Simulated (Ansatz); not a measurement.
The same path of AlH3O + H4Si (10 atoms, charge 0, multiplicity 1) was run twice with different band settings. Lost on the way: Si6–H10. Made: Al1–Si6, O2–H10.

The calculation used RKS B3LYP-D4/6-31G* (Ansatz).

Relaxed end points:

```xyz
10
Properties=species:S:1:pos:R:3
Al 0.036 -0.264 0.368
O -0.237 -1.319 1.698
H -1.138 -1.565 1.944
H 1.548 -0.027 -0.022
H -1.194 0.236 -0.507
Si 0.138 3.071 1.048
H 1.160 3.722 1.903
H 0.565 3.046 -0.369
H -1.180 3.735 1.193
H -0.012 1.660 1.523
```

```xyz
10
Properties=species:S:1:pos:R:3
Al 0.129 0.427 -0.007
O -0.202 -0.370 1.859
H -1.143 -0.361 2.103
H 1.563 -0.195 -0.324
H -1.184 -0.191 -0.677
Si 0.066 2.808 0.658
H 0.856 3.028 1.920
H 0.621 3.781 -0.331
H -1.306 3.304 0.999
H 0.285 0.064 2.580
```

Common settings: spring 5.0 eV/Å²; optimiser quadratic models (default); start path through a guess of the saddle point; force threshold 0.05 eV/Å; iteration limit 60; end points relaxed.

| run | movable images | climbing image |
| --- | --- | --- |
| 1 | 7 | yes |
| 2 | 8 | no |

Problem. What does each run give, and how far can it be trusted?

Solution. Run 1: converged after 21 iterations, highest image 1.534 eV above the first end. A vibrational analysis at the climbing image gives one clearly imaginary mode, 1326i cm⁻¹: a first-order saddle point.
Run 2: converged after 15 iterations, highest image 1.375 eV above the first end. No image climbed, so the highest image needn't sit at the top of the path.
The orbitals stay closed-shell, which can raise the energy where a bond breaks towards radicals; this wasn't checked here.
